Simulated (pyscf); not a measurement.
Single points on ωB97X-D3(BJ)/def2-SVP structures (PySCF, gas phase).

For LiH + CH₄ -> Li–CH₃ + H₂, a four-centre exchange (singlet surface; H–Li, C–H broken, C–Li, H–H formed), PBE/def2-TZVP gives ΔE‡ = 64.4 kJ/mol and ΔE = +47.7 kJ/mol (zero: the separated reactants). In which direction and how far do B3LYP-D3(BJ)/def2-TZVP, PBE0-D3(BJ)/def2-TZVP, ωB97M-D3(BJ)/def2-TZVP move these?

B3LYP-D3(BJ): ΔE‡ = 82.0 kJ/mol, ΔE = +52.4 kJ/mol; PBE0-D3(BJ): ΔE‡ = 75.3 kJ/mol, ΔE = +53.0 kJ/mol; ωB97M-D3(BJ): ΔE‡ = 96.3 kJ/mol, ΔE = +55.3 kJ/mol. PBE's barrier lies under all of them, by 10.8 to 31.9 kJ/mol. Its reaction energy lies under all of them, by 4.7 to 7.6 kJ/mol. On the reactant side the descent ends in an adduct with a C–Li contact, 25.2 kJ/mol under the separated species and 117.8 kJ/mol under the saddle at ωB97X-D3(BJ)/def2-TZVP. What is counted as formed (C–Li) is already present as a longer contact in the reactant adduct; forming that adduct is a step of its own. At the saddle there is also a short H–Li contact that neither side keeps. This is the saddle that the search found; another between the same sides may lie lower.
